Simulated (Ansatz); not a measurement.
A made-up structure of MgSi₂H₆, singlet:

```
9
angstrom
Si -1.2260 1.7427 -1.4593
Mg 1.2259 -1.7429 1.4592
Si 0.0008 0.0008 0.0003
H -2.3307 1.1485 -2.2734
H -0.3230 2.4247 -2.4368
H -1.8560 2.8363 -0.6573
H 2.9105 -1.8333 1.1241
H 0.6216 -3.3394 1.2487
H 1.1018 -1.4149 3.1431
```

It is relaxed with PBE-D4/def2-SVP and then PBE0-D4/def2-TZVP (Ansatz 0.2.0). Atoms count as bonded within 1.22 times the sum of their covalent radii (H–H: 0.88 Å). The end point is not checked to be a true minimum.

(1) Does its bonding change? (A judgement: the text doesn't fix the answer.)

Answers

(1) By the calculation: Yes. Formed: Si3–H7, Si3–H8, Si3–H9; broken: Mg2–Si3, Mg2–H7, Mg2–H8, Mg2–H9.

Where it ends: The first stage lowers the energy by 5.93 eV in 24 steps. It ends as a complex of Si₂H₆ ([SiH3][SiH3]) + Mg:
Si1  (-0.811, 1.153, -0.965)
Mg2  (2.162, -3.073, 2.571)
Si3  (0.300, -0.427, 0.358)
H4  (-2.225, 0.743, -1.179)
H5  (-0.144, 1.275, -2.289)
H6  (-0.797, 2.484, -0.300)
H7  (1.716, -0.022, 0.570)
H8  (0.284, -1.760, -0.303)
H9  (-0.361, -0.550, 1.685)
(Å)

Labels in which every atom is bracketed show which atoms are joined, not bond orders.

For scale, one of the runs: PBE0-D4/def2-TZVP relaxation, 142 basis functions, launched by `ansatz run in.yaml --threads 2 --pin off --events-out ev --progress --plain --max-ram 4352MiB`. The run took about 26 s on 2 CPU threads of an Arm Neoverse V2 (shared host).
